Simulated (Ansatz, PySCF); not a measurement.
This PySCF input computes a r2SCAN/def2-TZVPD energy:

```python
from pyscf import gto, scf, dft

mol = gto.M(
    atom='''
    S    -0.00000000   -0.00000000   -0.07935692
    H     0.00000000    0.00000000    1.26971067
    ''',
    basis='def2-tzvpd',
    charge=-1,
    spin=0,
    verbose=4,
)

mf = dft.RKS(mol, xc='r2scan').density_fit(auxbasis='def2-universal-jkfit')
mf.grids.level = 4
mf.conv_tol = 1e-9
mf.max_cycle = 100
mf.max_memory = 1500
mf.kernel()
if not mf.converged:
    mf = mf.newton()
    mf.kernel(mf.make_rdm1())
mf.analyze()
```

Problem. Write an input for the same energy in Ansatz (a first-principles code) and say what it gives.

Solution. 
Ansatz 0.2 input:
```yaml
crystal:
  periodic: [false, false, false]
  atoms:
    - {symbol: S, position_ang: [-0.00000000, -0.00000000, -0.07935692]}
    - {symbol: H, position_ang: [0.00000000, 0.00000000, 1.26971067]}
basis:
  gaussian:
    orbitals: def2-TZVPD
hamiltonian:
  xc: {name: r2SCAN}
total_charge: -1
output: {forces: true}
```
It gives -398.80760 Eh, and PySCF -398.80803 Eh, a difference of 0.43 mEh, from the treatment of integrals and grids.

Whether it binds its extra electron was not tested at this geometry.
